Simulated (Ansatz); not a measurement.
## PH$_{3}$⁻, quartet: reading a ladder of total energies

Geometry: that of the PH3⁻, doublet, kept fixed. The doublet lies 5.8 eV lower here.

```yaml
atoms:
  - { symbol: P, position_ang: [0.0018, 0.0023, -0.0694] }
  - { symbol: H, position_ang: [1.1903, -0.0146, 0.7416] }
  - { symbol: H, position_ang: [-0.6305, 1.0185, 0.7295] }
  - { symbol: H, position_ang: [-0.6136, -1.0738, 0.6614] }
```

Basis aug-cc-pVTZ; Ansatz 0.2.0. Correlated methods freeze the noble-gas cores, which leaves 9 electrons in 114 orbitals. R marks a restricted (for open shells ROHF) determinant, U an unrestricted one. This anion state lies near or above the neutral species, so the extra electron is weakly bound or unbound and the energies hang on the diffuse functions.

Full CI isn't at hand for all of this; UCCSDT(Q) serves as the reference, and is uncertain by about the last step of the cluster series.

Runs differ by some tens of microhartree through their thresholds and, for an open shell, their frozen cores, so steps under 0.03 kcal/mol mean nothing.

```tsv
level	total energy (hartree)
UHF	-342.266686
UMP2	-342.424658
UCCSD	-342.454804
UCCSD(T)	-342.462274
UCCSDT	-342.463726
UCCSDT(Q)	-342.464070
```

Q: What is the correlation energy at UCCSDT(Q), and what share of it do UMP2 and UCCSD recover?

A: E(corr) = -342.464070 − (-342.266686) = -0.197384 hartree = -5.371 eV. UMP2: -0.157972 / -0.197384 = 80.03 %. UCCSD: -0.188118 / -0.197384 = 95.31 %.

Q: By how many kcal/mol does UCCSD(T) miss UCCSDT(Q) (1 hartree = 627.509 kcal/mol), and which steps make up the rest?

A: -342.462274 − (-342.464070) = 0.001796 hartree = 1.13 kcal/mol. Steps: UCCSDT − UCCSD(T) = -0.91, UCCSDT(Q) − UCCSDT = -0.22 kcal/mol. Differences between like states or geometries often cancel part of this.
